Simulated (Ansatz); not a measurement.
hcp Ti was calculated with HSE06-D3(BJ) (PAW; Ansatz, an electronic-structure program).

Numerical settings: plane-wave cutoff 460 eV, 12×12×6 k mesh (along the axes of the cell as run), Fermi–Dirac smearing 0.05 eV, no spin polarisation, scalar-relativistic PAW data made under PBE.

Computed at the level's own relaxed cell.

Q: What does this level give for the lattice constant a and c axis length?

A: 
- lattice constant a: 2.862 Å
- c axis length: 4.541 Å

Measured, for comparison: lattice constant a 2.950 Å, lattice parameter c 4.683 Å (293 K, no zero-point or thermal correction; as tabulated in Wikipedia's data pages). Computed (rounded) less measured: lattice constant a -3.0 %, lattice parameter c -3.0 %.

Computed values are for the static lattice.
